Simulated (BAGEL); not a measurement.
# B3LYP/cc-pVDZ (density fitting with cc-pvqz-jkfit) run of C2H6S2 (SMILES SCCS)

What is the energy change on altering one bond length of C2H6S2 at B3LYP/cc-pVDZ (density fitting with cc-pvqz-jkfit)? 

The calculation is run with BAGEL 1.2.2.

## (1) The molecule

The species is C2H6S2 (10 atoms), meant as a singlet with charge 0. As SMILES, `SCCS`. The shape is that of a PBE0-D4/def2-TZVP optimisation. This is a higher conformer, about 10 kJ/mol above the lowest found by a separate search.

Bond lengths: S1–C2 1.819 Å, C2–C3 1.514 Å, C3–S4 1.810 Å, S1–H5 1.342 Å, C2–H6 1.092 Å, C2–H7 1.093 Å, C3–H8 1.092 Å, C3–H9 1.092 Å, S4–H10 1.343 Å. Some angles: S1–C2–C3 110.7°, C2–C3–S4 114.4°, S1–C2–H6 108.8°, S1–C2–H7 109.6°, C3–C2–H6 109.2°, C3–C2–H7 110.3°, C2–S1–H5 95.6°, C2–C3–H8 110.2°, C2–C3–H9 110.1°, S4–C3–H8 104.5°.

## (2) The energy at B3LYP/cc-pVDZ (density fitting with cc-pvqz-jkfit)

dft.json

```json
{ "bagel": [

{
  "title": "molecule",
  "basis": "cc-pvdz.json",
  "df_basis": "cc-pvqz-jkfit",
  "angstrom": true,
  "geometry": [
    { "atom": "S", "xyz": [      -1.358380,       0.439560,      -1.287320 ] },
    { "atom": "C", "xyz": [      -0.269010,       0.629000,       0.156960 ] },
    { "atom": "C", "xyz": [       0.304070,      -0.708350,       0.574850 ] },
    { "atom": "S", "xyz": [       1.193920,      -1.583080,      -0.735920 ] },
    { "atom": "H", "xyz": [      -2.158550,       1.474230,      -0.985360 ] },
    { "atom": "H", "xyz": [      -0.849690,       1.044060,       0.983190 ] },
    { "atom": "H", "xyz": [       0.536230,       1.328480,      -0.079790 ] },
    { "atom": "H", "xyz": [      -0.500020,      -1.390110,       0.860310 ] },
    { "atom": "H", "xyz": [       0.958460,      -0.582070,       1.440130 ] },
    { "atom": "H", "xyz": [       2.142980,      -0.651680,      -0.927040 ] }
  ]
},

{
  "title": "ks",
  "xc_func": "b3lyp"
},

{
  "title": "print",
  "file": "orbitals.molden",
  "orbitals": true
}

]}
```

The basis set cc-pVDZ is read from a file made from the Basis Set Exchange's data (not shown).

Run with:

```console
BAGEL_NUM_THREADS=1 BAGEL dft.json > dft.out
```

What it wrote:

```text
* using 1 threads per process

  ===============================================================
  ===============================================================

  *** Geometry ***

  { "atom" : "S", "xyz" : [     -2.566966,      0.830648,     -2.432682 ] },
  { "atom" : "C", "xyz" : [     -0.508355,      1.188638,      0.296611 ] },
  { "atom" : "C", "xyz" : [      0.574609,     -1.338588,      1.086309 ] },
  { "atom" : "S", "xyz" : [      2.256182,     -2.991588,     -1.390687 ] },
  { "atom" : "H", "xyz" : [     -4.079068,      2.785891,     -1.862061 ] },
  { "atom" : "H", "xyz" : [     -1.605681,      1.972987,      1.857960 ] },
  { "atom" : "H", "xyz" : [      1.013328,      2.510463,     -0.150781 ] },
  { "atom" : "H", "xyz" : [     -0.944901,     -2.626927,      1.625750 ] },
  { "atom" : "H", "xyz" : [      1.811227,     -1.099953,      2.721451 ] },
  { "atom" : "H", "xyz" : [      4.049645,     -1.231497,     -1.751852 ] },

  Number of auxiliary basis functions:      814

  Since a DF basis is specified, we compute 2- and 3-index integrals:
    o Being stored without compression. Storage requirement is 0.058 GB

  Number of basis functions:       94
  Number of electrons      :       50

    * METHOD: MOLECULE                             0.66

  *** Kohn-Sham DFT ***

    * Removing 19249 points whose weight is below 1.00e-10
    * Grid points: 129811

  === Nuclear Repulsion ===
   212.4163750394

       - DIIS with orbital gradients will be used.

  === KS iteration (b3lyp / cc-pvdz.json) ===
      0       -852.93672682          0.08939725           0.49
      1       -848.79798204          0.13352870           0.47
      2       -851.82885832          0.13777206           0.48
      3       -864.11076767          0.09826151           0.48
      4       -868.45391108          0.09918685           0.48
      5       -875.68012919          0.02518743           0.47
      6       -876.16313634          0.00994202           0.47
      7       -876.20945092          0.00667148           0.48
      8       -876.23288358          0.00205696           0.48
      9       -876.23558912          0.00066590           0.48
     10       -876.23584120          0.00015254           0.48
     11       -876.23585503          0.00003797           0.48
     12       -876.23585614          0.00000492           0.49
     13       -876.23585616          0.00000259           0.47
     14       -876.23585617          0.00000107           0.48
     15       -876.23585617          0.00000030           0.48
     16       -876.23585617          0.00000007           0.48
     17       -876.23585617          0.00000002           0.48
     18       -876.23585617          0.00000000           0.48
    * SCF iteration converged.

    * Permanent dipole moment:
           (   -0.115068,    -0.684661,    -0.793323) a.u.

    * METHOD: KS                                   9.83

    * METHOD: PRINT                                0.01

  ===============================================================
```

Run time: 11 s. Hardware: 1 thread of Arm Neoverse V2, shared host; peak memory 0.59 GiB.

## (3) The distorted shape at the same level

job.json

```json
{ "bagel" : [

{
  "title" : "molecule",
  "basis" : "cc-pvdz.json",
  "df_basis" : "cc-pvqz-jkfit",
  "angstrom" : true,
  "geometry" : [
    { "atom" : "S", "xyz" : [      -2.497252,      -0.678120,      -1.057976 ] },
    { "atom" : "C", "xyz" : [      -1.407882,      -0.488680,       0.386304 ] },
    { "atom" : "C", "xyz" : [      -0.834802,      -1.826030,       0.804194 ] },
    { "atom" : "S", "xyz" : [       0.055048,      -2.700760,      -0.506576 ] },
    { "atom" : "H", "xyz" : [      -3.297422,       0.356550,      -0.756016 ] },
    { "atom" : "H", "xyz" : [      -1.988562,      -0.073620,       1.212534 ] },
    { "atom" : "H", "xyz" : [      -0.602642,       0.210800,       0.149554 ] },
    { "atom" : "H", "xyz" : [      -1.638892,      -2.507790,       1.089654 ] },
    { "atom" : "H", "xyz" : [      -0.180412,      -1.699750,       1.669474 ] },
    { "atom" : "H", "xyz" : [       2.142980,      -0.651680,      -0.927040 ] }
  ]
},

{ "title" : "ks", "xc_func" : "b3lyp" },

{ "title" : "print", "file" : "orbitals.molden", "orbitals" : true }

]}
```

The basis set cc-pVDZ is read from a file made from the Basis Set Exchange's data (not shown).

Run with:

```console
BAGEL_NUM_THREADS=1 BAGEL job.json > job.out
```

What it wrote:

```text
* using 1 threads per process

  ===============================================================
  ===============================================================

  *** Geometry ***

  { "atom" : "S", "xyz" : [     -4.719122,     -1.281461,     -1.999285 ] },
  { "atom" : "C", "xyz" : [     -2.660511,     -0.923471,      0.730009 ] },
  { "atom" : "C", "xyz" : [     -1.577547,     -3.450697,      1.519706 ] },
  { "atom" : "S", "xyz" : [      0.104026,     -5.103697,     -0.957290 ] },
  { "atom" : "H", "xyz" : [     -6.231225,      0.673782,     -1.428663 ] },
  { "atom" : "H", "xyz" : [     -3.757838,     -0.139122,      2.291357 ] },
  { "atom" : "H", "xyz" : [     -1.138828,      0.398354,      0.282616 ] },
  { "atom" : "H", "xyz" : [     -3.097057,     -4.739036,      2.059148 ] },
  { "atom" : "H", "xyz" : [     -0.340929,     -3.212062,      3.154849 ] },
  { "atom" : "H", "xyz" : [      4.049645,     -1.231497,     -1.751852 ] },

  Number of auxiliary basis functions:      814

  Since a DF basis is specified, we compute 2- and 3-index integrals:
    o Being stored without compression. Storage requirement is 0.058 GB

  Number of basis functions:       94
  Number of electrons      :       50

    * METHOD: MOLECULE                             0.77

  *** Kohn-Sham DFT ***

    * Removing 18288 points whose weight is below 1.00e-10
    * Grid points: 130772

  === Nuclear Repulsion ===
   207.6340899670

       - DIIS with orbital gradients will be used.

  === KS iteration (b3lyp / cc-pvdz.json) ===
      0       -853.15504713          0.08797466           0.62
      1       -848.64694579          0.12544405           0.60
      2       -850.66790035          0.13507584           0.59
      3       -864.09247755          0.09433110           0.59
      4       -867.66248686          0.10780455           0.59
      5       -873.53950302          0.05510611           0.59
      6       -875.41171269          0.02099238           0.60
      7       -875.19878430          0.02172295           0.61
      8       -875.96902197          0.00825989           0.58
      9       -875.87296515          0.01037345           0.59
     10       -875.98497528          0.00753561           0.59
     11       -876.01771250          0.00602085           0.59
     12       -876.02789673          0.00567288           0.60
     13       -876.02301859          0.00597054           0.60
     14       -876.01740068          0.00608898           0.60
     15       -876.06724248          0.00277907           0.60
     16       -876.05933273          0.00368364           0.60
     17       -876.07217988          0.00026658           0.59
     18       -876.07223584          0.00017223           0.59
     19       -876.07226209          0.00003247           0.59
     20       -876.07226146          0.00004041           0.59
     21       -876.07226344          0.00001279           0.59
     22       -876.07226360          0.00000257           0.58
     23       -876.07226363          0.00000134           0.59
     24       -876.07226364          0.00000088           0.59
     25       -876.07226365          0.00000107           0.60
     26       -876.07226365          0.00000118           0.59
     27       -876.07226365          0.00000012           0.59
     28       -876.07226365          0.00000013           0.59
     29       -876.07226365          0.00000004           0.59
     30       -876.07226365          0.00000001           0.59
     31       -876.07226365          0.00000001           0.55
    * SCF iteration converged.

    * Permanent dipole moment:
           (    0.416284,    -0.487839,    -0.944647) a.u.

    * METHOD: KS                                  19.69

    * METHOD: PRINT                                0.01

  ===============================================================
```

Run time: 21 s. Hardware: 1 thread of Arm Neoverse V2, shared host; peak memory 0.6 GiB.

## (4) Results

Level: B3LYP/cc-pVDZ (density fitting with cc-pvqz-jkfit).

| quantity | value |
| --- | --- |
| first shape: total energy | -876.23586 Eh |
| first shape: dipole moment | 2.68 D |
| first shape: HOMO energy | -6.31 eV |
| first shape: LUMO energy | 0.35 eV |
| first shape: HOMO–LUMO gap | 6.66 eV |
| distorted shape: total energy | -876.07226 Eh |
| distorted shape: dipole moment | 2.90 D |
| distorted shape: HOMO energy | -6.49 eV |
| distorted shape: LUMO energy | -4.99 eV |
| distorted shape: HOMO–LUMO gap | 1.50 eV |
| energy change with the S4–H10 bond stretched from 1.343 to 2.955 Å | 4.452 eV |

**Reading.** One bond (distorted shape) is far stretched, which a spin-restricted single reference describes badly; a broken-symmetry solution may lie lower. With the S4–H10 bond stretched from 1.343 to 2.955 Å the energy rises by 4.45 eV (103 kcal/mol). The first shape isn't relaxed at this level, so the change isn't measured from a minimum. A restricted reference can't describe the breaking bond well at this length.
